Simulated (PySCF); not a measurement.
## EPR parameters of C3H5F2O

Compound: C3H5F2O (doublet state).
SMILES with atom numbers: `[CH3:1][CH2:2][O:3][C:4]([F:5])[F:6]` (hydrogens: H7, H8, H9 on C1; H10, H11 on C2)

Cartesian coordinates in Å at the GFN2-xTB level; atoms count from 1:
```
atom  x, y, z in Å
C1    -1.3319   -0.1319   -0.3483
C2    -0.2874    0.6510    0.4379
O3     0.7733   -0.1814    0.8918
C4     1.5736   -0.7023   -0.0482
F5     2.0174    0.1522   -1.0023
F6     2.6172   -1.3494    0.4794
H7    -2.1534    0.5265   -0.6138
H8    -1.7138   -0.9540    0.2514
H9    -0.8927   -0.5349   -1.2580
H10   -0.7152    1.0596    1.3552
H11    0.1182    1.4671   -0.1710
```

The hyperfine couplings belong to this conformer and change with its torsions.

The calculation used UKS B3LYP, pcH-1 on C F H O, non-relativistic, mean-field spin-orbit, GIAO in PySCF. Isolated species at its GFN2-xTB geometry (one conformer only). The geometry wasn't refined by DFT: couplings that depend on bond lengths, twists or pyramidal angles can differ widely from those at the functional's own minimum. No stability test was run, so a lower SCF solution isn't excluded.

* g1, g2, g3: 2.00185, 2.00406, 2.00439
* g_iso: 2.00343
* Form of g: close to axial: the two nearest values differ by 13 % of g3 − g1
* ⟨S²⟩: 0.7519 (exact 0.7500)
* α and β electrons: 25, 24
* Total energy: -392.19570 Eh

Isotropic coupling and dipolar principal values T1 to T3, in mT (MHz turned into mT with g_iso):

```csv
atom,isotope,a_iso,T1,T2,T3,Mulliken spin population
C1,13C,-0.04,-0.08,0.00,0.07,0.02
C2,13C,-0.01,-0.05,-0.03,0.08,-0.01
O3,17O,-1.15,-2.03,0.98,1.06,0.10
C4,13C,22.12,-2.45,-2.40,4.86,0.79
F5,19F,15.54,-7.54,-7.10,14.64,0.06
F6,19F,12.02,-6.93,-6.43,13.36,0.05
H7,1H,-0.07,-0.07,-0.05,0.11,0.00
H8,1H,-0.03,-0.08,-0.07,0.15,0.00
H9,1H,0.10,-0.19,-0.11,0.30,0.00
H10,1H,0.06,-0.10,-0.09,0.19,0.00
H11,1H,0.18,-0.13,-0.10,0.23,0.00
```

The Mulliken spin populations are largest on C4 (+0.79) and O3 (+0.10). No atom but C4 exceeds +0.15. The angles at C4 add up to 337.7°, so it is pyramidal.

Under fast tumbling the dipolar parts average out, and these isotropic splittings remain: 2 × 19F (F5/F6, I = 1/2, 3 lines) with 13.78 mT and 2 × 1H (H10/H11, I = 1/2, 3 lines) with 0.12 mT.

Means are taken over nuclei equivalent by connectivity, which assumes that they swap fast. The 19F value of +386.4 MHz is a mean of couplings from 336.9 to 435.8 MHz in this one geometry, not an average over conformers.

The 17O coupling of O3 (-32.2 MHz) shows only in satellite lines or after enrichment, since that isotope makes up about 0.038 % of natural oxygen.

The 13C coupling of C4 (620.3 MHz) shows only in satellite lines or after enrichment, since that isotope makes up about 1.07 % of natural carbon.
